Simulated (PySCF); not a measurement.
Species: fluoroacetonitrile, C2H2FN.
InChI=1S/C2H2FN/c3-1-2-4/h1H2

Computed with TDDFT PBE0/def2-SVPD, vertical, gas phase, core orbitals frozen in the response (PySCF 2.14.0, density-fitted response routines). Geometry: GFN2-xTB; no solvent, vibrations or thermal averaging.

Each state is given a Gaussian of 0.5 eV full width at half maximum, with ε(max) = 2.175×10⁸ f / Δν̃ (Δν̃ the width in cm⁻¹). The width is an assumption, not a result. The curve ends short of the highest state used, and states not computed would add to its high-energy end.

λ (nm), ε (L mol⁻¹ cm⁻¹) and a bar:
```
    139.2         97 ####
    140.4        125 #####
    141.6        196 ########
    142.8        303 #############
    144.1        439 ###################
    145.3        558 ########################
    146.5        648 ############################
    147.7        694 ##############################
    149.0        697 ##############################
    150.2        670 #############################
    151.4        626 ###########################
    152.6        572 #########################
    153.9        503 ######################
    155.1        431 ###################
    156.3        353 ###############
    157.5        274 ############
    158.8        195 ########
    160.0        134 ######
    161.2         87 ####
    162.4         55 ##
    163.6         35 ##
    164.9         24 #
    166.1         20 #
    167.3         20 #
    168.5         22 #
    169.8         24 #
    171.0         26 #
    172.2         26 #
    173.4         25 #
    174.7         22 #
    175.9         19 #
    177.1         16 #
    178.3         12 #
    179.6          9 
    180.8          6 
    182.0          4 
    183.2          3 
    184.5          2 
    185.7          1 
    186.9          1 
    188.1          0 
    189.4          0 
    190.6          0 
    191.8          0
```

(1) Locate the maxima and give the states behind the curve.

(2) Coming from long wavelengths, where does ε first pass 100 L mol⁻¹ cm⁻¹?

Answers

(1) 172 nm (7.22 eV), ε about 26, made up of S1 (99%); 148 nm (8.35 eV), ε about 700, made up of S2 (21%) and S3 (77%) (ε in L mol⁻¹ cm⁻¹; maxima over ε = 5, shares over 10%). The states used: S1 7.21 eV (f 0.0005); S2 8.06 eV (f 0.0069); S3 8.43 eV (f 0.011); S4 8.51 eV (f 0.0004); S5 9.01 eV (f 0.0001); S6 9.16 eV (f 0.0006); S7 9.43 eV (f 0.010); S8 9.51 eV (f 0.0014).

(2) At about 161 nm (7.71 eV), 0.50 eV above S1.
